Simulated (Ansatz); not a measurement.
# AlB (singlet): from Hartree-Fock to the top rungs, cc-pVTZ

One table from this session's results is given with a row withheld; the runs are named, their logs left out.

Method: cc-pVTZ, core rule «outside noble gas», up to 6 orbitals frozen; program: Ansatz 0.2.0, Gaussian basis.

The runs, in order: UHF; CCSD(T) on RHF; CCSD(T) on UHF; BCCD(T) on RHF; CISD; CCSDT(Q) on RHF; CCSDT(Q) on UHF; CASSCF and MRCISD+Q, 6 electrons in 8 orbitals; CASSCF and NEVPT2, 6 electrons in 8 orbitals.

10 further runs of the same task are left out: 4 that didn't finish, 6 set aside as unsound or not needed. Runs told in other sessions of the task aren't counted.

### What is computed

The geometry is a PBE0/def2-TZVP stationary point (not a proven minimum).

2 atoms, charge 0, spin multiplicity 1.

Atoms are counted from 1 here; the program's logs count them from 0.

Bond lengths: B1–Al2 2.081 Å.

As a file:

```tsv
atom	x (Å)	y (Å)	z (Å)
B1	0.0000	0.0000	0.0000
Al2	0.0000	0.0000	2.0805
```

The first run:

in.yaml

```yaml
crystal:
  periodic: [false, false, false]
  atoms:
    - {symbol: B, position_ang: [0.000000, 0.000000, 0.000000]}
    - {symbol: Al, position_ang: [0.000000, 0.000000, 2.080524]}
basis:
  gaussian: {orbitals: cc-pVTZ}
magnetization: {spin_polarized: true, initial_magnetization: 0}
hamiltonian: {xc: hf}
output: {orbitals: {seedname: orbitals}}
```

Launch:

```sh
ansatz run in.yaml --threads 1 --pin off --events-out ev --progress --plain --max-ram 2393MiB
```

Among the steps run: UHF; CCSD(T) on RHF; CCSD(T) on UHF; BCCD(T) on RHF; CISD; CCSDT(Q) on RHF; CCSDT(Q) on UHF; CASSCF and MRCISD+Q, 6 electrons in 8 orbitals; CASSCF and NEVPT2, 6 electrons in 8 orbitals.

One table of the session follows, with a row left open; its other results are not shown here.

It belongs to the step «Misses and costs». 

| method | from RCCSDT(Q) (meV) |
| --- | --- |
| RMP2 | +1447.3 |
| UMP2 | +981.3 |
| CISD | +1010.3 |
| RCCSD | +498.9 |
| UCCSD | +61.3 |
| RCCSD(T) | +145.4 |
| UCCSD(T) | -271.8 |
| BCCD(T) | +148.3 |
| RCCSDT | +83.5 |
| UCCSDT | ? |
| RCCSDT(Q) | 0 |
| UCCSDT(Q) | -566.0 |
| CASSCF valence | +2232.8 |
| NEVPT2 valence | +445.2 |
| MRCISD valence | +73.1 |
| MRCISD+Q valence | -62.9 |

**Question.** Estimate the row for UCCSDT.

The run gave: from RCCSDT(Q) (meV): -463.0. In the column «from RCCSDT(Q) (meV)» it lies between UCCSDT(Q) (-566.0) and UCCSD(T) (-271.8).

Left out of the table: RHF, UHF (another determinant or state than the rows shown).

To keep in mind: The determinant of HF (⟨S²⟩ 1.27) is far from a pure spin state, so its energy mixes those of several spin states; that is harmless only where they are near-degenerate. The determinant of CCSD(T) (⟨S²⟩ 1.02) is far from a pure spin state, so its energy mixes those of several spin states; high orders of coupled cluster remove much of that, low ones don't. The determinant of CCSDT(Q) (⟨S²⟩ 1.02) is far from a pure spin state, so its energy mixes those of several spin states; high orders of coupled cluster remove much of that, low ones don't. The program flags UCCSD(T), UCCSDT(Q) as in doubt, so read those rows with care; the flags are large difference. Warnings: restricted reference is unstable; spin contamination; coupled cluster took another determinant than the lowest; large T1 diagnostic. Restricted and unrestricted rows rest on different reference determinants; a gap between their highest levels can come from leftover correlation error, from unlike frozen cores or from another state.
